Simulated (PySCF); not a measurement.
An unknown is described by computed data only.

Formula: C2H3Cl3.

- UV, strongest line: among the 10 lowest singlet transitions: S2/S3 at 6.55 eV (189 nm, f = 0.029 summed over these states) [TDDFT B3LYP/def2-SVPD]
- Dipole: 1.82 D [B3LYP/def2-SVPD]
- Triplet: lowest triplet excitation (Tamm–Dancoff): 5.63 eV [TDA B3LYP/def2-SVPD]
- Rotational structure: rotational constants A, B, C: 2.368, 2.368, 1.699 GHz [PBE0-D3(BJ)/def2-SVP]
- Valence photoelectron: vertical ionisation energy: 10.83 eV [ΔSCF B3LYP/def2-SVPD]
- XPS: Cl2p3/2 206.6 (×3), C1s 291.9, C1s 295.4, Cl1s 2829.2 (×3) eV [ΔSCF SCAN, pcX-2 on the ionised atom, pcseg-1 elsewhere, spin-free X2C, 2p3/2 from a spin–orbit splitting computed afterwards within the 2p shell]
- Polarisability: 68.5 au [B3LYP/def2-SVPD]
- UV, first state: lowest singlet excitation: 6.13 eV (202 nm, f = 0.000) [TDDFT B3LYP/def2-SVPD]

Gas-phase values; electronic properties from PySCF, density fitting. Levels stand in brackets. Geometry: PBE0-D3(BJ)/def2-SVP; no solvent, vibrations or thermal averaging.

Question: Propose a structure and show how it fits.

Answer: Numbering: `[CH3:1][C:2]([Cl:3])([Cl:4])[Cl:5]`. Its formula, C2H3Cl3, gives 0 degrees of unsaturation, so no ring and no π bond. The core levels belong to: Cl2p3/2 206.6 eV, chlorine of a CCl3 group [Cl3/Cl4/Cl5]; C1s 291.9 eV, methyl carbon [C1]; C1s 295.4 eV, CCl3 carbon [C2]; Cl1s 2829.2 eV, chlorine of a CCl3 group [Cl3/Cl4/Cl5]. S1 is mainly HOMO→LUMO (weight 0.98); the largest Löwdin shares of the orbital it empties are 0.33 on each of 3 atoms of one kind (chlorine of a CCl3 group), of the orbital it fills 0.24 on each of 3 atoms of one kind (chlorine of a CCl3 group) and 0.24 on the CCl3 carbon. The optimised geometry has point group C3v and is an oblate symmetric top. Structure: `ClC(C)(Cl)Cl`. Computed isomers that give other values at the same levels: `ClCC(Cl)Cl` (core binding energies: Cl2p3/2 206.5, Cl2p3/2 206.6 (×2), C1s 293.2, C1s 294.4, Cl1s 2829.1, Cl1s 2829.2 (×2) eV). The assignments are read from this structure; whether some other isomer fits the data as well wasn't checked.
